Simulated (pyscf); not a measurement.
Thermochemistry of product channels of F–W(F)(F)(F)=Se + H atom (H•) on the doublet surface, in eV, from ωB97M-D3(BJ)/def2-TZVP energies (ideal gas, 1 atm, RRHO with modes under 100 cm⁻¹ raised to 100, one conformer, R ln 2 for chiral ones without a mode under 150 cm⁻¹). PySCF, gas phase, ωB97X-D3(BJ)/def2-SVP geometries.

| products | ΔE | ΔH(298 K) | ΔG(600 K) | ΔG(1200 K) |
|---|---|---|---|---|
| [F–WH(F)(F)(F)–Se]• | -0.14 | +0.03 | +0.59 | (withheld) |
| [F–W(F)(F)(F)–SeH]• | -2.00 | -1.84 | -1.34 | (withheld) |

Problem. What belongs in the gaps?

Solution. 
- [F–WH(F)(F)(F)–Se]•, ΔG(1200 K): +1.18
- [F–W(F)(F)(F)–SeH]•, ΔG(1200 K): -0.82

These are energies of the channels, which say nothing of barriers. [F–WH(F)(F)(F)–Se]• may be a fragile minimum: a first optimisation, from another start, lost the drawn bonds. Open-shell species with a d-block atom are single-reference here; other states, and whether the spin sits on metal or ligand, were not checked. Elements up to Kr have no core potential and no relativistic terms here. Elements past Kr carry the def2 core potentials, without spin-orbit coupling.
